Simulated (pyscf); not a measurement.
Thermochemistry of product channels of F–B(F)–F + SiH₄ on the singlet surface, in kcal/mol, from CCSD(T)/def2-TZVPP + ΔMP2(QZVPP) energies (ideal gas, 1 atm, RRHO with modes under 100 cm⁻¹ raised to 100, one conformer, R ln 2 for chiral ones without a mode under 150 cm⁻¹). Optimised with ωB97X-D3(BJ)/def2-SVP in PySCF. MP2 and CC: frozen core, UHF for open shells. ΔMP2 is the change of the MP2 total energy from the triple- to the quadruple-zeta basis.

```json
[
 {"products": "F–SiH₃ + F–BH–F", "ΔE": "+2.5", "ΔH(298 K)": "+3.5", "ΔG(600 K)": "+0.2", "ΔG(900 K)": "-1.4"},
 {"products": "HF + F–B(F)–SiH₃", "ΔE": "+38.4", "ΔH(298 K)": "+39.1", "ΔG(600 K)": "+35.1", "ΔG(900 K)": "+32.5"}
]
```

These are energies of the channels, which say nothing of barriers. The CCSD(T) − MP2 part came from Ansatz, without density fitting, on the same reference.
